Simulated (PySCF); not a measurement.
Two structures of AlNH$_{4}$S, closed shell, reached by relaxing down either side of one saddle point (PBE0-D4/def2-TZVP). Energies are electronic, without zero-point energy. PySCF 2.14 with density fitting (its default auxiliary sets; JK sets also for MP2 and CCSD(T)); basis: def2-TZVPP and def2-QZVPP; cores frozen in the correlated methods. Extrapolation: Hartree–Fock as exp(−7.88 √X), correlation as X^−2.97. First:

```
7
angstrom
Al -0.1966 0.7539 0.0972
N 0.9060 -0.5278 0.5988
S -1.7744 0.3460 -1.3629
H -1.4421 -0.9496 -1.4973
H -0.0582 2.2068 0.6904
H 0.9022 -1.4796 0.2717
H 1.6528 -0.3901 1.2608
```

Second:

```
7
angstrom
Al -0.6529 0.9507 0.3080
N 0.5140 -0.6832 -0.0782
S -1.4700 1.5069 -1.4690
H 0.3626 -0.7753 -1.0830
H -0.4654 1.1539 1.8666
H 0.2281 -1.5464 0.3754
H 1.5090 -0.5637 0.0916
```

(1) Which bonds change from the first to the second?

(2) Give the saddle point's structure and its height above each. (To be estimated.)

No T1 diagnostic of these runs exceeds 0.017.

Answers

(1) AlNH₄S ([NH2][AlH][SH]) → AlHS ([AlH][S]) + NH₃ (still joined by a long Al–N bond); bonds formed: N2–H4; bonds broken: S3–H4; bonds weakened to dative contacts: Al1–N2.

(2) The calculation gives: 135.5 kJ/mol above the first and 71.4 kJ/mol above the second (CCSD(T) at an estimated basis limit (MP2 extrapolated from triple and quadruple zeta, plus CCSD(T) − MP2 in triple zeta)).
Al1  (-0.529, 0.812, 0.431)
N2  (0.547, -0.699, 0.039)
S3  (-1.100, 0.966, -1.582)
H4  (-0.060, -0.245, -1.115)
H5  (-0.694, 1.445, 1.863)
H6  (0.277, -1.633, 0.325)
H7  (1.559, -0.647, 0.040)
(Å)

Labels in which every atom is bracketed show which atoms are joined, not bond orders.

For scale, one of the runs: CCSD(T)/def2-TZVPP, 171 basis functions, launched by `OMP_NUM_THREADS=4 python run.py`. The run took 2.7 min on 4 CPU threads of an Arm Neoverse V1 (shared host), with 1.3 GiB of host memory at its peak.
